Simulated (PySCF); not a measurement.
# [B(OMe)H3]-: geometry, NMR shifts, electronic excitations and spin-spin couplings

Aim: predict the NMR shifts, electronic excitations and spin-spin couplings of [B(OMe)H3]- (`[H][B-]([H])([H])OC`).

Computed with PySCF 2.14.0, with density-fitted response routines of our own, on a single molecule in the gas phase. Atoms are numbered from 0 throughout.

## 1. The molecule as given

9 atoms, charge -1, multiplicity 1; geometry from: GFN2-xTB.

Bonds of the start (Å): B0–O1 1.52, B0–H6 1.24, B0–H7 1.21, B0–H8 1.23, O1–C2 1.36, C2–H3 1.11, C2–H4 1.11, C2–H5 1.11.

## 2. Geometry optimisation at PBE0-D3(BJ)/def2-SVP

What the job is given:

```
{"job": {"xc": "PBE0", "basis": "def2-SVP", "d3": "d3bj", "grid": 1, "maxiter": 40, "kind": "geom"}, "charge": -1, "multiplicity": 1}
B     -0.386150     0.614300    -0.974770
O     -0.355250     0.555070     0.544390
C      0.327350    -0.522760     1.024140
H     -0.106050    -1.489310     0.690250
H      0.310150    -0.511210     2.129510
H      1.391020    -0.534720     0.703660
H      0.764650     0.670900    -1.420030
H     -1.008470     1.611420    -1.270020
H     -0.937270    -0.393690    -1.427130
```

**Question.** This job is followed by: GIAO PBE0/pcSseg-1 NMR shielding, non-relativistic, gas phase; TDDFT PBE0/def2-SVPD, vertical, gas phase, core orbitals frozen in the response; B3LYP/pcJ-1 indirect spin-spin coupling, non-relativistic, gas phase; GIAO KT2/pcSseg-1 NMR shielding, non-relativistic, gas phase. What will the session give for the following? point group; rotational constants (main isotopes); 13C shifts against TMS (PBE0/pcSseg-1); 1H shifts against TMS (PBE0/pcSseg-1, means over atoms taken as alike); 11B shifts against BF3·OEt2 (PBE0/pcSseg-1); 17O shifts against H2O (PBE0/pcSseg-1); lowest singlet (PBE0/def2-SVPD); brightest single state of those computed; lowest triplet; largest coupling of the table (B3LYP/pcJ-1); range of the shift of O1.

**Answer**, as computed:

| quantity | value |
| --- | --- |
| point group | Cs |
| rotational constants (main isotopes) | 37.08, 9.66, 8.63 GHz |
| 13C shifts against TMS (PBE0/pcSseg-1) | 61.2 ppm |
| 1H shifts against TMS (PBE0/pcSseg-1, means over atoms taken as alike) | 3.12, 2.41 ppm |
| 11B shifts against BF3·OEt2 (PBE0/pcSseg-1) | -14.2 ppm |
| 17O shifts against H2O (PBE0/pcSseg-1) | -1.2 ppm |
| lowest singlet (PBE0/def2-SVPD) | 4.69 eV (265 nm), f = 0.033 |
| brightest single state of those computed | state 3, 5.62 eV, f = 0.050 |
| lowest triplet | 4.57 eV |
| largest coupling of the table (B3LYP/pcJ-1) | 1J(C,H) C2–H3, 134.2 Hz |
| range of the shift of O1 | -1.2 to 10.5 ppm |

In words: Over 4 steps the energy fell by 0.053 eV; of the close pairs, B0–H7 changed most, 1.212 to 1.250 Å. The first singlet state (HOMO→LUMO 0.99) lies at 4.69 eV and is weak; of the 10 states computed, the strongest absorption comes from state 3 at 5.62 eV. The lowest triplet lies 0.12 eV below the lowest singlet (triplets in Tamm-Dancoff, singlets in full TDDFT). The lowest singlet lies above −ε(HOMO); no detachment energy was computed, so the anion's states may not be bound. In the run at B3LYP/pcJ-1, the largest coupling of the table is C2–H3 (mean over like pairs), 134.2 Hz, of which the Fermi-contact term gives 132.7 Hz. In ppm, O1 moves most: its shift spreads over 11.7 ppm, from -1.2 (PBE0/pcSseg-1) to 10.5 (KT2/pcSseg-1).
